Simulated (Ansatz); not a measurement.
The input, for Ansatz 0.2.0:

```yaml
crystal:
  periodic: [false, false, false]
  atoms:
    - {symbol: C, position_ang: [-0.134510, 0.000000, 0.000000]}
    - {symbol: H, position_ang: [-0.497716, 1.027301, 0.000000]}
    - {symbol: H, position_ang: [-0.497716, -0.513650, 0.889668]}
    - {symbol: H, position_ang: [-0.497716, -0.513650, -0.889669]}
    - {symbol: H, position_ang: [0.878490, 0.000000, 0.000000]}
    - {symbol: H, position_ang: [2.217490, 0.000000, 0.000000]}
basis:
  gaussian: {orbitals: STO-3G}
magnetization: {spin_polarized: false, initial_magnetization: 1}
correlation: {active_space: {ras: {orbitals: [4, 1, 4], electrons: 9, max_holes: 2, max_particles: 2}, fixed_orbitals: true}}
```

```sh
$ ansatz run in.yaml --threads 1 --pin off --events-out ev --progress --plain --max-ram 2393MiB
```

Task: Roughly how long does this take on 1 thread of Intel Xeon 6975P-C, shared host, and how much host memory?

Result: 0.09 s wall and 0.17 GiB.

```
129 factors; integrals over basis functions are off by at most 1.1e-5 eV
mean field evaluation 1: about -1092.3321 eV, gradient 7.8e0 eV
mean field evaluation 2: about -1092.3865 eV, gradient 7.7e0 eV
mean field evaluation 4: about -1093.0828 eV, gradient 4.8e-1 eV
mean field evaluation 8: about -1093.0825 eV, gradient 2.0e-4 eV
mean field -1093.08245782 eV, -40.1700394071 hartree, gradient 1.0e-6 eV, S^2 0.750000; 0 other end points of the search recorded, 0 dependent functions left out
reference -1093.08245782 eV, -40.1700394071 hartree; 6, 5 occupied and 4, 5 virtual orbitals, 129 factors
state -1095.11258052 eV, -40.2446450401 hartree
Total energy: -1095.11258052 eV, -40.2446450401 hartree
```

Natural occupations: 1.9879 1.9815 1.9782 1.9782 1.0004 0.0204 0.0204 0.0190 0.0140.
